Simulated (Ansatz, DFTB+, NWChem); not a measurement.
# Strength of the C–C bond: C3H8N → C2H5N + CH3

Species: C3H8N `CC[N]C`, doublet; C2H5N (N-methylmethanimine) `C=NC`, singlet; CH3 `[CH3]`, doublet. 

Shapes, held fixed at every level: PBE0-D4/def2-TZVP. Flexible molecules stand in one conformer, not always the lowest. Programs: Ansatz 0.2.0, DFTB+ 25.1, NWChem 7.3.0. A level may come from different programs for different species; with the same settings they agree closely. The zero-point and thermal change to 298 K, harmonic and unscaled (PBE0-D4/def2-TZVP), is -15.2 kJ/mol.

```json
{"level": "MP2/def2-TZVPP", "kind": "perturbation theory", "ΔH(298 K) (kJ/mol)": "+87.2", "less CCSD(T)/def2-SVP": "-9.0"}
{"level": "DFTB2-D4", "kind": "semi-empirical", "ΔH(298 K) (kJ/mol)": "+134.9", "less CCSD(T)/def2-SVP": "+38.7"}
{"level": "HF/def2-SVP", "kind": "Hartree–Fock", "ΔH(298 K) (kJ/mol)": "+97.8", "less CCSD(T)/def2-SVP": "+1.6"}
{"level": "PBE0/def2-SVP", "kind": "global hybrid", "ΔH(298 K) (kJ/mol)": "+125.6", "less CCSD(T)/def2-SVP": "+29.4"}
{"level": "B3LYP-D4/def2-TZVPP", "kind": "global hybrid", "ΔH(298 K) (kJ/mol)": "+97.6", "less CCSD(T)/def2-SVP": "+1.4"}
{"level": "wB97M-V/def2-TZVPP", "kind": "range-separated hybrid", "ΔH(298 K) (kJ/mol)": "+106.1", "less CCSD(T)/def2-SVP": "+9.9"}
{"level": "wB97X-V/def2-TZVPP", "kind": "range-separated hybrid", "ΔH(298 K) (kJ/mol)": "+116.8", "less CCSD(T)/def2-SVP": "+20.6"}
{"level": "B2PLYP/def2-TZVPP", "kind": "double hybrid", "ΔH(298 K) (kJ/mol)": "+89.7", "less CCSD(T)/def2-SVP": "-6.5"}
{"level": "CCSD(T)/def2-SVP", "kind": "coupled cluster or CI", "ΔH(298 K) (kJ/mol)": "+96.2", "less CCSD(T)/def2-SVP": "0.0"}
```

The highest level, CCSD(T)/def2-SVP, gives ΔH(298 K) = +96.2 kJ/mol; the levels span +87.2 to +134.9. A fragment pairs its electrons up again, so this isn't a typical strength of such a bond. The column of differences is taken from that level and isn't an error. No measured value is set beside it here. Open shells run unrestricted.
